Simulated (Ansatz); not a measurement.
I need a geometry optimisation of C5H6O, SMILES C=CC(C)=C=O. Use Ansatz 0.2.0, Python API. Level of theory: CAM-B3LYP, 6-31G* basis, multiplicity 1.

Script `opt_c5h6o.py`:
```python
'''Minimum-energy structure of C5H6O.'''

import ansatz as az
import numpy as np
from rdkit import Chem
from rdkit.Chem import AllChem

BASIS_SET = '6-31G*'
FUNCTIONAL = 'CAM-B3LYP'


def main() -> None:
    # a force-field geometry from the SMILES
    rd = Chem.AddHs(Chem.MolFromSmiles('C=CC(C)=C=O'))
    AllChem.EmbedMolecule(rd, randomSeed=446)
    AllChem.UFFOptimizeMolecule(rd)
    c5h6o = az.Crystal.molecule()
    for atom, xyz in zip(rd.GetAtoms(), rd.GetConformer().GetPositions()):
        c5h6o = c5h6o.atom(atom.GetSymbol(), xyz.round(5).tolist())

    job = c5h6o.calculation().basis(gaussian=BASIS_SET).functional(FUNCTIONAL)
    symbols = [site.symbol for site in c5h6o.cartesian_sites]
    start = np.array([site.position_ang for site in c5h6o.cartesian_sites], dtype=float)
    def progress(event):
        if event['event'] == 'relax_step':
            row = event['data']
            print(f'step {row["step"]:3d}  E = {row["lagrangian_ev"]:.6f} eV  max force {row["allowed_force_max_ev_ang"]:.4f} eV/A')


    rep = job.relax(force_tolerance=0.02, max_steps=100).session().plan().execute(on_event=progress).report
    end = np.array(rep['positions_ang'])

    print(f'E = {rep["free_energy_ev"]:.6f} eV = {rep["free_energy_ev"] / 27.211386246:.7f} Ha')
    print('converged:', rep['converged'], ' doubts:', rep['published_state_doubts'] or 'none')

    print('final positions (A) and the move of each atom')
    for symbol, xyz, old in zip(symbols, end, start):
        print(f'{symbol:2s} {xyz[0]:10.5f} {xyz[1]:10.5f} {xyz[2]:10.5f}   {np.linalg.norm(xyz - old):7.4f}')

    charges = rep['charge_distribution']
    dipole = np.array(charges['dipole_moment_e_ang']) * 4.803205
    print('dipole (D): {:.3f} {:.3f} {:.3f}, length {:.3f}'.format(*dipole, np.linalg.norm(dipole)))
    print('atom  Mulliken   Lowdin')
    for symbol, m, l in zip(symbols, charges['mulliken_charges_e'], charges['lowdin_charges_e']):
        print(f'{symbol:4s} {m:9.3f} {l:8.3f}')


if __name__ == '__main__':
    main()
```

```console
$ python opt_c5h6o.py
step   1  E = -7324.144068 eV  max force 4.5961 eV/A
step   2  E = -7324.385628 eV  max force 1.0025 eV/A
step   3  E = -7324.394783 eV  max force 0.1763 eV/A
step   4  E = -7324.395195 eV  max force 0.0235 eV/A
step   5  E = -7324.395231 eV  max force 0.0112 eV/A
E = -7324.395324 eV = -269.1665635 Ha
converged: True  doubts: none
final positions (A) and the move of each atom
C     0.52534    0.28555    1.79204    0.0022
C    -0.00944    0.89182    0.73086    0.0149
C    -0.25995    0.24555   -0.55763    0.0113
C     0.07946   -1.20732   -0.79281    0.0064
C    -0.79571    0.95252   -1.53602    0.0245
O    -1.26911    1.57505   -2.40234    0.0515
H     0.68330    0.82649    2.71805    0.0043
H     0.82185   -0.75803    1.77855    0.0198
H    -0.28663    1.94088    0.80600    0.0448
H    -0.46745   -1.84582   -0.09087    0.0224
H     1.15020   -1.37911   -0.63945    0.0224
H    -0.17186   -1.52757   -1.80637    0.0169
dipole (D): 0.466 -0.973 0.547, length 1.210
atom  Mulliken   Lowdin
C       -0.374   -0.265
C       -0.065   -0.110
C        0.049   -0.219
C       -0.497   -0.259
C        0.319    0.015
O       -0.360    0.072
H        0.144    0.125
H        0.138    0.122
H        0.139    0.134
H        0.172    0.128
H        0.172    0.128
H        0.164    0.129
```

Caveats:
- The settings weren't tested for convergence.
- The end point is the stationary point reached from this start; no frequency run checks that it is a minimum, and the basis set is modest.
- The Löwdin charges here are taken after orthogonalising the functions within each atom; they differ from plain Löwdin charges, and their signs can be unphysical.
- Run time: 31 s on 1 thread of Intel(R) Xeon(R) Platinum 8488C (Sapphire Rapids) (shared host), peak memory 0.39 GiB.

(Lines on the test bed's own set-up are left out of the output.)
